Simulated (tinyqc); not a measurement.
CCSD on RHF in the sto-3g basis, frozen core, for LiH, spin multiplicity 1, step by step. Computed by tinyqc, a small Python program that keeps every step (integrals from PySCF). Settings: charge = 0, multiplicity = 1, basis = sto-3g, method = RHF, frozen orbitals = 1, energy threshold = 1e-10, iteration cap = 54, orthogonalisation = symmetric, start = atomic densities, DIIS depth = 6, amplitude equations = CCSD, DIIS depth for amplitudes = 0, cap on updates = 63. Command: `OMP_NUM_THREADS=1 python tinyqc.py 28961 28962 out.jsonl` (the two numbers bound the seeds that draw the settings). One thread of a shared host (Intel(R) Xeon(R) Processor @ 2.60GHz), about 0.3 s of CPU time with the checks. Later iterations appear only in the table of the cycle.

## One-electron integrals

Geometry (angstrom):

| atom | x | y | z |
|---|---|---|---|
| Li | 0.0000 | 0.0000 | 0.0000 |
| H | 0.0000 | 0.0000 | 1.6320 |

Basis sto-3g: exponents (1/bohr^2) and contraction coefficients of normalised primitives:

| element | l (shell) | exponent | coefficient |
|---|---|---|---|
| Li | s (1) | 16.1196 | 0.1543 |
| Li | s (1) | 2.9362 | 0.5353 |
| Li | s (1) | 0.7947 | 0.4446 |
| Li | s (2) | 0.6363 | -0.1000 |
| Li | s (2) | 0.1479 | 0.3995 |
| Li | s (2) | 0.0481 | 0.7001 |
| Li | p (3) | 0.6363 | 0.1559 |
| Li | p (3) | 0.1479 | 0.6077 |
| Li | p (3) | 0.0481 | 0.3920 |
| H | s (1) | 3.4253 | 0.1543 |
| H | s (1) | 0.6239 | 0.5353 |
| H | s (1) | 0.1689 | 0.4446 |

Overlap, kinetic and nuclear-attraction integrals over the contracted functions; the nuclear repulsion is the sum of Za Zb / Rab.

nuclear repulsion = 0.972752 hartree

overlap S, lower triangle:
```
         1Li 1s  1Li 2s  1Li 2px  1Li 2py  1Li 2pz   2H 1s
1Li 1s   1.0000
1Li 2s   0.2411  1.0000
1Li 2px  0.0000  0.0000   1.0000
1Li 2py  0.0000  0.0000   0.0000   1.0000
1Li 2pz  0.0000  0.0000   0.0000   0.0000   1.0000
2H 1s    0.0621  0.3873   0.0000   0.0000   0.5068  1.0000
```

kinetic energy T (hartree), lower triangle:
```
          1Li 1s  1Li 2s  1Li 2px  1Li 2py  1Li 2pz   2H 1s
1Li 1s    3.5768
1Li 2s   -0.0202  0.1022
1Li 2px   0.0000  0.0000   0.3197
1Li 2py   0.0000  0.0000   0.0000   0.3197
1Li 2pz   0.0000  0.0000   0.0000   0.0000   0.3197
2H 1s    -0.0151  0.0400   0.0000   0.0000   0.1237  0.7600
```

nuclear attraction V (hartree), lower triangle:
```
          1Li 1s   1Li 2s  1Li 2px  1Li 2py  1Li 2pz    2H 1s
1Li 1s   -8.3071
1Li 2s   -1.0425  -1.4945
1Li 2px   0.0000   0.0000  -1.4525
1Li 2py   0.0000   0.0000   0.0000  -1.4525
1Li 2pz  -0.0155  -0.1204   0.0000   0.0000  -1.5492
2H 1s    -0.2666  -0.7135   0.0000   0.0000  -0.9458  -2.1972
```

core Hamiltonian H = T + V (hartree), lower triangle:
```
          1Li 1s   1Li 2s  1Li 2px  1Li 2py  1Li 2pz    2H 1s
1Li 1s   -4.7303
1Li 2s   -1.0628  -1.3923
1Li 2px   0.0000   0.0000  -1.1328
1Li 2py   0.0000   0.0000   0.0000  -1.1328
1Li 2pz  -0.0155  -0.1204   0.0000   0.0000  -1.2295
2H 1s    -0.2818  -0.6735   0.0000   0.0000  -0.8221  -1.4371
```

## Two-electron integrals

Functions are numbered as in S; the eight-fold symmetry (ij|kl) = (ji|kl) = (kl|ij) leaves the list below.

Two-electron integrals (ij|kl) in chemists' order, unique and non-zero (hartree):
```
(11|11) 1.6804   (21|11) 0.2654   (21|21) 0.0499   (22|11) 0.3977
(22|21) 0.0929   (22|22) 0.2906   (31|31) 0.0090   (32|31) 0.0138
(32|32) 0.0642   (33|11) 0.3966   (33|21) 0.0929   (33|22) 0.2905
(33|33) 0.3129   (41|41) 0.0090   (42|41) 0.0138   (42|42) 0.0642
(43|43) 0.0169   (44|11) 0.3966   (44|21) 0.0929   (44|22) 0.2905
(44|33) 0.2792   (44|44) 0.3129   (51|51) 0.0090   (52|51) 0.0138
(52|52) 0.0642   (53|53) 0.0169   (54|54) 0.0169   (55|11) 0.3966
(55|21) 0.0929   (55|22) 0.2905   (55|33) 0.2792   (55|44) 0.2792
(55|55) 0.3129   (61|11) 0.0664   (61|21) 0.0126   (61|22) 0.0238
(61|33) 0.0235   (61|44) 0.0235   (61|51) 0.0015   (61|52) 0.0029
(61|55) 0.0244   (61|61) 0.0035   (62|11) 0.1457   (62|21) 0.0344
(62|22) 0.1124   (62|33) 0.1068   (62|44) 0.1068   (62|51) 0.0056
(62|52) 0.0330   (62|55) 0.1236   (62|61) 0.0103   (62|62) 0.0707
(63|31) 0.0029   (63|32) 0.0130   (63|53) 0.0052   (63|63) 0.0053
(64|41) 0.0029   (64|42) 0.0130   (64|54) 0.0052   (64|64) 0.0053
(65|11) 0.1774   (65|21) 0.0423   (65|22) 0.1438   (65|33) 0.1342
(65|44) 0.1342   (65|51) 0.0087   (65|52) 0.0505   (65|55) 0.1630
(65|61) 0.0132   (65|62) 0.0993   (65|65) 0.1417   (66|11) 0.3232
(66|21) 0.0776   (66|22) 0.2780   (66|33) 0.2538   (66|44) 0.2538
(66|51) 0.0147   (66|52) 0.1047   (66|55) 0.3260   (66|61) 0.0244
(66|62) 0.2170   (66|65) 0.3170   (66|66) 0.7746
```

## Orthogonalisation

S = U s U^T; symmetric (Loewdin) form X = U s^(-1/2) U^T, so that X^T S X = 1.

eigenvalues of S: 0.3560  0.7993  1.0000  1.0000  1.1716  1.6731

X, lower triangle:
```
          1Li 1s   1Li 2s  1Li 2px  1Li 2py  1Li 2pz   2H 1s
1Li 1s    1.0231
1Li 2s   -0.1293   1.1065
1Li 2px   0.0000   0.0000   1.0000
1Li 2py   0.0000   0.0000   0.0000   1.0000
1Li 2pz  -0.0053   0.1082   0.0000   0.0000   1.1399
2H 1s     0.0086  -0.2699   0.0000   0.0000  -0.3499  1.2220
```

## Starting guess

The start is atomic minimal-basis densities projected into this basis (PySCF's MINAO start) and scaled to the electron count of each spin; this density is not idempotent, so its energy is not variational and may lie below the converged one.

D at the start, lower triangle:
```
          1Li 1s  1Li 2s  1Li 2px  1Li 2py  1Li 2pz   2H 1s
1Li 1s    2.0754
1Li 2s   -0.2292  1.0425
1Li 2px   0.0000  0.0000   0.0000
1Li 2py   0.0000  0.0000   0.0000   0.0000
1Li 2pz  -0.0004  0.0112   0.0000   0.0000   0.0047
2H 1s    -0.0033  0.0833   0.0000   0.0000   0.0635  0.8594
```

## Iteration 1: building the Fock matrix

J_ij = sum D_kl (ij|kl), K_ij = sum D_kl (ik|jl); F = H + J - 0.5 K; E = tr D H + tr D J / 2 - 0.25 tr D K + E_nn.

Coulomb J (hartree), lower triangle:
```
         1Li 1s  1Li 2s  1Li 2px  1Li 2py  1Li 2pz   2H 1s
1Li 1s   4.1065
1Li 2s   0.7029  1.3629
1Li 2px  0.0000  0.0000   1.3375
1Li 2py  0.0000  0.0000   0.0000   1.3375
1Li 2pz  0.0150  0.1033   0.0000   0.0000   1.4062
2H 1s    0.1815  0.6159   0.0000   0.0000   0.8076  1.6708
```

exchange K (hartree), lower triangle:
```
         1Li 1s  1Li 2s  1Li 2px  1Li 2py  1Li 2pz   2H 1s
1Li 1s   3.4228
1Li 2s   0.5589  0.4478
1Li 2px  0.0000  0.0000   0.0866
1Li 2py  0.0000  0.0000   0.0000   0.0866
1Li 2pz  0.0177  0.1149   0.0000   0.0000   0.2316
2H 1s    0.1670  0.3604   0.0000   0.0000   0.3573  0.8210
```

Fock matrix F (hartree), lower triangle:
```
          1Li 1s   1Li 2s  1Li 2px  1Li 2py  1Li 2pz    2H 1s
1Li 1s   -2.3353
1Li 2s   -0.6393  -0.2533
1Li 2px   0.0000   0.0000   0.1614
1Li 2py   0.0000   0.0000   0.0000   0.1614
1Li 2pz  -0.0093  -0.0746   0.0000   0.0000   0.0610
2H 1s    -0.1838  -0.2378   0.0000   0.0000  -0.1931  -0.1769
```

total energy of this density = -7.664353 hartree

This density is the starting one; it is not idempotent, so its energy is not variational and may lie below the converged one.

## Iteration 1: diagonalisation and new density

Diagonalise F' = X^T F X, C = X C', fill 2 alpha and 2 beta electrons from the bottom; D = 2 C_occ C_occ^T. Each column has its largest component positive (the first on a tie).

F' = X^T F X (hartree), lower triangle:
```
         1        2       3       4        5       6
1  -2.2824
2  -0.3485  -0.0556
3   0.0000   0.0000  0.1614
4   0.0000   0.0000  0.0000  0.1614
5  -0.0022   0.0352  0.0000  0.0000   0.2084
6  -0.0439  -0.2166  0.0000  0.0000  -0.2619  0.0318
```

orbital energies (hartree): MO1 -2.3381, MO2 -0.2546, MO3 0.0440, MO4 0.1614, MO5 0.1614, MO6 0.4510

coefficients C:
```
            MO1      MO2      MO3      MO4     MO5      MO6
1Li 1s   0.9908  -0.1790  -0.2059   0.0000  0.0000   0.0867
1Li 2s   0.0340   0.4593   0.8548   0.0000  0.0000  -0.6187
1Li 2px  0.0000   0.0000   0.0000   0.8146  0.5800   0.0000
1Li 2py  0.0000   0.0000   0.0000  -0.5800  0.8146   0.0000
1Li 2pz  0.0024   0.2300  -0.4982   0.0000  0.0000  -1.0642
2H 1s    0.0061   0.6245  -0.3264   0.0000  0.0000   1.0919
```

D after iteration 1, lower triangle:
```
          1Li 1s  1Li 2s  1Li 2px  1Li 2py  1Li 2pz   2H 1s
1Li 1s    2.0274
1Li 2s   -0.0971  0.4242
1Li 2px   0.0000  0.0000   0.0000
1Li 2py   0.0000  0.0000   0.0000   0.0000
1Li 2pz  -0.0776  0.2114   0.0000   0.0000   0.1058
2H 1s    -0.2115  0.5740   0.0000   0.0000   0.2872  0.7800
```

Within a degenerate level the vectors are fixed only up to a rotation; this is one choice.

## Iteration 8 (converged): orbitals

converged F (hartree), lower triangle:
```
          1Li 1s   1Li 2s  1Li 2px  1Li 2py  1Li 2pz    2H 1s
1Li 1s   -2.3469
1Li 2s   -0.6400  -0.2261
1Li 2px   0.0000   0.0000   0.1639
1Li 2py   0.0000   0.0000   0.0000   0.1639
1Li 2pz   0.0143  -0.1020   0.0000   0.0000   0.0033
2H 1s    -0.1696  -0.2638   0.0000   0.0000  -0.2330  -0.1435
```

As before.

F' = X^T F X (hartree), lower triangle:
```
         1        2       3       4        5       6
1  -2.2939
2  -0.3537  -0.0088
3   0.0000   0.0000  0.1639
4   0.0000   0.0000  0.0000  0.1639
5   0.0225   0.0213  0.0000  0.0000   0.1646
6  -0.0301  -0.2695  0.0000  0.0000  -0.3106  0.1227
```

orbital energies (hartree): MO1 -2.3495, MO2 -0.2825, MO3 0.0779, MO4 0.1639, MO5 0.1639, MO6 0.5387

coefficients C:
```
             MO1      MO2      MO3      MO4     MO5      MO6
1Li 1s    0.9913  -0.1651  -0.2104   0.0000  0.0000   0.0971
1Li 2s    0.0329   0.4580   0.7991   0.0000  0.0000  -0.6900
1Li 2px   0.0000   0.0000   0.0000  -0.6465  0.7629   0.0000
1Li 2py   0.0000   0.0000   0.0000   0.7629  0.6465   0.0000
1Li 2pz  -0.0061   0.3449  -0.6116   0.0000  0.0000  -0.9699
2H 1s     0.0037   0.5510  -0.1426   0.0000  0.0000   1.1682
```

D after iteration 8, lower triangle:
```
          1Li 1s  1Li 2s  1Li 2px  1Li 2py  1Li 2pz   2H 1s
1Li 1s    2.0198
1Li 2s   -0.0861  0.4218
1Li 2px   0.0000  0.0000   0.0000
1Li 2py   0.0000  0.0000   0.0000   0.0000
1Li 2pz  -0.1259  0.3156   0.0000   0.0000   0.2380
2H 1s    -0.1747  0.5050   0.0000   0.0000   0.3801  0.6073
```

Within a degenerate level the vectors are fixed only up to a rotation; this is one choice.

## Convergence

Stop when the energy changes by less than 1e-10 hartree and every element of the error matrix X^T (F D S - S D F) X is below 3e-06.

Course of the cycle:

| iteration | E (hartree) | change | largest element of the error matrix |
|---|---|---|---|
| 1 | -7.664353 | - | 1.69e-01 |
| 2 | -7.852043 | -1.88e-01 | 7.63e-02 |
| 3 | -7.859574 | -7.53e-03 | 1.97e-02 |
| 4 | -7.860504 | -9.30e-04 | 5.14e-03 |
| 5 | -7.860661 | -1.57e-04 | 2.61e-04 |
| 6 | -7.860662 | -3.62e-07 | 2.68e-05 |
| 7 | -7.860662 | -2.40e-09 | 4.77e-07 |
| 8 | -7.860662 | -4.57e-13 | 4.66e-08 |

PySCF RHF in the same basis = -7.860662 hartree

Converged in 8 iterations.

## Populations, bond orders and dipole

Mulliken: Z minus the diagonal of D S on the atom; Loewdin: the same with S^(1/2) D S^(1/2); Mayer order: 2 sum_s sum (D(s) S)_ij (D(s) S)_ji over the two atoms.

Charges (e):

| atom | Mulliken | Loewdin |
|---|---|---|
| 1Li | -0.0154 | -0.0125 |
| 2H | 0.0154 | 0.0125 |

Mayer bond orders:

| pair | order |
|---|---|
| 2-1 | 0.9998 |

dipole moment about the origin, x y z (debye): 0.0000  0.0000  -4.8671

## Integrals over molecular orbitals

(pq|rs) = sum C_ip C_jq C_kr C_ls (ij|kl), one index at a time.

one-electron integrals over orbitals h = C^T H C (hartree), lower triangle:
```
         1        2        3        4        5        6
1  -4.7210
2   0.1044  -1.4804
3   0.1666   0.0320  -1.1234
4   0.0000   0.0000   0.0000  -1.1328
5   0.0000   0.0000   0.0000   0.0000  -1.1328
6  -0.0370  -0.0441   0.0298   0.0000   0.0000  -0.9564
```

Two-electron integrals over orbitals (pq|rs), unique and non-zero (hartree); the lowest 1 orbital is frozen and left out:
```
(22|22) 0.4851    (32|22) -0.0491   (32|32) 0.0134    (33|22) 0.2227
(33|32) 0.0079    (33|33) 0.3375    (42|42) 0.0232    (43|42) 0.0193
(43|43) 0.0413    (44|22) 0.2686    (44|32) 0.0061    (44|33) 0.2819
(44|44) 0.3129    (52|52) 0.0232    (53|52) 0.0193    (53|53) 0.0413
(54|54) 0.0169    (55|22) 0.2686    (55|32) 0.0061    (55|33) 0.2819
(55|44) 0.2792    (55|55) 0.3129    (62|22) 0.1252    (62|32) -0.0350
(62|33) -0.0132   (62|44) -0.0179   (62|55) -0.0179   (62|62) 0.1243
(63|22) -0.0515   (63|32) 0.0097    (63|33) 0.0360    (63|44) 0.0025
(63|55) 0.0025    (63|62) -0.0322   (63|63) 0.0265    (64|42) -0.0196
(64|43) -0.0137   (64|64) 0.0198    (65|52) -0.0196   (65|53) -0.0137
(65|65) 0.0198    (66|22) 0.4525    (66|32) -0.0437   (66|33) 0.2412
(66|44) 0.2677    (66|55) 0.2677    (66|62) 0.1321    (66|63) -0.0442
(66|66) 0.4526
```

## CCSD: starting amplitudes

t_ij^ab = <ij||ab> / (e_i + e_j - e_a - e_b), whose energy is MP2.

Starting amplitudes (spin orbitals 1a, 1b, ...; amplitudes related by a flip of all spins are not repeated):

| from | to | t |
|---|---|---|
| 2a 2b | 6a 6b | -0.0757 |
| 2a 2b | 3a 6b | 0.0296 |
| 2a 2b | 5a 5b | -0.0260 |
| 2a 2b | 4a 4b | -0.0260 |
| 2a 2b | 3a 3b | -0.0186 |

correlation energy = -0.012937 hartree

## CCSD: amplitude update 1

t_i^a D_i^a and t_ij^ab D_ij^ab are set to the remaining terms of the spin-orbital equations, evaluated with the old amplitudes; for the doubles these are <ij||ab> + 1/2 <ab||ef> t_ij^ef + 1/2 <mn||ij> t_mn^ab + P(ij)P(ab) <mb||ej> t_im^ae + terms in t^2 + terms with t1, D the orbital-energy denominators.

Amplitudes after update 1 (spin orbitals 1a, 1b, ...; amplitudes related by a flip of all spins are not repeated):

| from | to | t |
|---|---|---|
| 2a 2b | 6a 6b | -0.1038 |
| 2a 2b | 3a 6b | 0.0434 |
| 2a 2b | 5a 5b | -0.0284 |
| 2a 2b | 4a 4b | -0.0284 |
| 2a 2b | 3a 3b | -0.0221 |
| 2a | 3a | 0.0095 |
| 2a | 6a | 0.0006 |

correlation energy = -0.017548 hartree

## CCSD: amplitude update 2

As before.

Amplitudes after update 2 (spin orbitals 1a, 1b, ...; amplitudes related by a flip of all spins are not repeated):

| from | to | t |
|---|---|---|
| 2a 2b | 6a 6b | -0.1138 |
| 2a 2b | 3a 6b | 0.0503 |
| 2a 2b | 5a 5b | -0.0280 |
| 2a 2b | 4a 4b | -0.0280 |
| 2a 2b | 3a 3b | -0.0265 |
| 2a | 3a | 0.0175 |
| 2a | 6a | 0.0015 |

correlation energy = -0.019319 hartree

## CCSD: convergence

E_corr = 1/4 sum <ij||ab> t_ij^ab + 1/2 sum <ij||ab> t_i^a t_j^b; stop when the norm of the change is below 1e-8.

Course of the amplitude iterations:

| update | correlation energy (hartree) | norm of the change |
|---|---|---|
| 0 | -0.012937 | - |
| 1 | -0.017548 | 7.03e-02 |
| 2 | -0.019319 | 3.15e-02 |
| 3 | -0.020043 | 1.71e-02 |
| 4 | -0.020366 | 1.08e-02 |
| 5 | -0.020525 | 7.38e-03 |
| 6 | -0.020612 | 5.19e-03 |
| 7 | -0.020664 | 3.69e-03 |
| 8 | -0.020698 | 2.64e-03 |
| 9 | -0.020720 | 1.89e-03 |
| 10 | -0.020736 | 1.35e-03 |
| 11 | -0.020747 | 9.64e-04 |
| 12 | -0.020754 | 6.90e-04 |
| 13 | -0.020760 | 4.93e-04 |
| ... | ... | ... |
| 33 | -0.020773 | 6.04e-07 |
| 34 | -0.020773 | 4.32e-07 |
| 35 | -0.020773 | 3.09e-07 |
| 36 | -0.020773 | 2.21e-07 |
| 37 | -0.020773 | 1.58e-07 |
| 38 | -0.020773 | 1.13e-07 |
| 39 | -0.020773 | 8.08e-08 |
| 40 | -0.020773 | 5.78e-08 |
| 41 | -0.020773 | 4.13e-08 |
| 42 | -0.020773 | 2.96e-08 |
| 43 | -0.020773 | 2.11e-08 |
| 44 | -0.020773 | 1.51e-08 |
| 45 | -0.020773 | 1.08e-08 |
| 46 | -0.020773 | 7.73e-09 |

Converged amplitudes (spin orbitals 1a, 1b, ...; amplitudes related by a flip of all spins are not repeated):

| from | to | t |
|---|---|---|
| 2a 2b | 6a 6b | -0.1181 |
| 2a 2b | 3a 6b | 0.0619 |
| 2a | 3a | 0.0399 |
| 2a 2b | 3a 3b | -0.0381 |
| 2a 2b | 5a 5b | -0.0273 |
| 2a 2b | 4a 4b | -0.0273 |
| 2a | 6a | 0.0039 |

CCSD total energy = -7.881435 hartree

T1 diagnostic, norm of the one-spin t1 over sqrt(correlated electrons) = 0.0284

Converged in 46 updates.
